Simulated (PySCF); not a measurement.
Functional dependence of a UV spectrum

1,1,1-trichloropropane, C3H5Cl3.
Bonds: C1–C2, C2–C3, C3–Cl4, C3–Cl5, C3–Cl6. Hydrogens: H7, H8, H9 on C1; H10, H11 on C2.

Linear-response calculations in the def2-SVPD basis (PySCF; singlets by full response, triplets Tamm–Dancoff, core orbitals frozen in the response; HF means time-dependent Hartree–Fock). 'Strongest' is the level of largest summed f among the singlets computed (10 roots, of which the last may lack a degenerate partner); it can jump between rows when another state enters that window. S1 is the lowest singlet of each run and needn't be the same state throughout; f(S1) is that of one state. Isolated species at its PBE0-D3(BJ)/def2-SVP geometry, gas phase.

| functional | kind | S1 (eV) | f(S1) | strongest (eV) | T1 (eV) | HOMO (eV) | gap (eV) | ionisation energy, ΔSCF (eV) |
| --- | --- | --- | --- | --- | --- | --- | --- | --- |
| LDA | LDA | 5.58 | 0.000 | 6.39 | 5.27 | -7.43 | 5.41 | 10.38 |
| B3LYP | global hybrid, 20% exact exchange | 6.15 | 0.000 | 6.58 | 5.65 | -8.46 | 7.37 | 10.71 |
| PBE0 | global hybrid, 25% exact exchange | 6.33 | 0.000 | 6.76 | 5.75 | -8.74 | 7.91 | 10.81 |
| BHandHLYP | global hybrid, 50% exact exchange | 6.81 | 0.000 | 7.16 | 6.11 | -10.02 | 10.26 | 11.16 |
| CAM-B3LYP | range-separated hybrid | 6.53 | 0.000 | 6.90 | 5.90 | -10.12 | 10.41 | 11.09 |
| wB97X-D | range-separated hybrid | 6.54 | 0.000 | 6.93 | 5.96 | -10.63 | 11.59 | 11.06 |
| LC-wPBE | range-separated hybrid | 6.84 | 0.000 | 7.15 | 6.09 | -11.58 | 13.08 | 11.51 |
| HF | Hartree–Fock | 7.56 | 0.000 | 10.21 | 6.64 | -12.10 | 14.39 | not settled |

Q: What does PBE (GGA) give?

A: S1 (eV) 5.60, f(S1) 0.000, strongest (eV) 6.45, T1 (eV) 5.23, HOMO (eV) -7.32, gap (eV) 5.44, ionisation energy, ΔSCF (eV) 10.26. S1 runs from 5.58 eV (LDA) to 7.56 eV (HF), a spread of 1.98 eV, while the orbital gap spreads over 9.0 eV. Along PBE (0%), B3LYP (20%), PBE0 (25%), BHandHLYP (50%), HF (100%) S1 rises with the share of exact exchange. −ε(HOMO) comes closest to its own ΔSCF ionisation energy with LC-wPBE (+0.08 eV) and misses most with LDA (-2.95 eV). 'Not settled' means that the ion's SCF failed to converge or may have ended in another state than the lowest.
